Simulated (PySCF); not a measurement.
Isomers of C5H12O, one GFN2-xTB conformer each. Single-point energies are computed at PBE0/pcSseg-1 (PySCF, gas phase, no added dispersion term), electronic only.

Problem. Rank them by PBE0/pcSseg-1 energy, lowest first (kJ/mol).
A. `[CH3:1][CH2:2][C@H:3]([CH3:4])[CH2:5][OH:6]` with C1–C2–C3–C4 -163°, C2–C3–C5–O6 58°, C3–C5–O6–H 59° (2-methyl-1-butanol)
B. `[CH3:1][C:2]([CH3:3])([CH3:4])[CH2:5][OH:6]` with C2–C5–O6–H -61°
C. `[CH3:1][CH2:2][C@H:3]([CH3:4])[O:5][CH3:6]` with C1–C2–C3–C4 -170°, C2–C3–O5–C6 -160° (s-BuOMe)

Solution. B (0.0), A (10.3), C (33.1).

As drawn, the lowest has an O–H bond and a quaternary carbon, which the highest lacks. Neighbours about 10 kJ/mol apart or less (CC(C)(C)CO and CC[C@H](C)CO) can change places with a better method, another conformer or zero-point energy. GFN2-xTB itself gives, in the same order: 0.0, 12.3, 17.4. Both levels put the same isomer lowest; measured from each level's own lowest isomer, the values differ by up to 15.7 kJ/mol (CC[C@H](C)OC: 17.4 against 33.1).

Problem. Which frontier levels, dipoles and rotational constants go with these structures?

Solution. 
```tsv
SMILES	HOMO (eV, PBE0/pcSseg-1)	LUMO (eV)	dipole (D)	A, B, C (MHz)
CC(C)(C)CO	-7.64	1.17	1.66	4414, 2602, 2591
CC[C@H](C)CO	-7.67	1.20	1.66	4163, 2666, 1969
CC[C@H](C)OC	-7.24	1.55	1.22	4573, 2621, 1833
```
